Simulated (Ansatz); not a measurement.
## Ansatz (development build ahead of 0.2.0) run

```yaml
crystal:
  periodic: [false, false, false]
  atoms:
    - { symbol: O, position_ang: [0.15912, 0.28573, 0.25031] }
    - { symbol: O, position_ang: [-0.83708, 0.51692, -0.35767] }
    - { symbol: O, position_ang: [0.67962, -0.77873, 0.13995] }
basis:
  gaussian: { orbitals: def2-SVP }
total_charge: 1
magnetization:
  spin_polarized: true
  initial_magnetization: 1
hamiltonian:
  xc: hf
output:
  forces: true
```

The input is written out in the form of the current development build from the run's settings.

Output:

```yaml
Converged: yes
Total_energy: -223.70099 hartree
Spin_squared_of_the_determinant: 1.523
Stability_test: minimum
```

Forces (eV/Å):
```tsv
atom	Fx	Fy	Fz
O1	-0.452	4.740	1.826
O2	-1.904	0.317	-1.219
O3	2.356	-5.057	-0.608
```

Caution: the unrestricted determinant is spin contaminated; the determinant breaks the point group.
